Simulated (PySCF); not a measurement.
Identify the compound

An unknown has the formula C6H6. Its calculated NMR data are:

¹H NMR (400 MHz, computed): δ 7.47 (s, 6H).

¹³C{¹H} NMR (computed): δ 134.0 (CH, 6C).

Computed data (PySCF): J: B3LYP/pcJ-1 (without the spin–dipole term), PBE0/pcSseg-1 with gauge-including orbitals, coordinates at the PBE0-D3(BJ)/def2-SVP level. Non-relativistic, a single conformation, rapidly exchanging positions averaged, isolated molecule.

References, each an isolated molecule treated in the same way: ¹H and ¹³C vs TMS.

Question: Propose a structure and justify it.

Answer: 
1. Rings plus π bonds: 4 (1 ring in the answer).
2. 1 carbon signal for 6 carbons: some carbons are equivalent by symmetry or fast rotation.
3. Carbon types of the structure: 6 × CH, which accounts for all hydrogens.
4. δC 134.0: aromatic CH; the aromatic region.
5. δH 7.47: hydrogen on an aromatic CH; aromatic region.

Structure: `InChI=1S/C6H6/c1-2-4-6-5-3-1/h1-6H`.

The shifts were computed for this structure.

Shifts are as computed. Against solution values, carbons near 30 ppm lie about +2 ppm off and those near 130 ppm about +4 ppm. Of 246 compounds with measured shifts, 49 miss one by over three times the rms of a fit or turn the order of signals round; such compounds aren't used in these exercises.
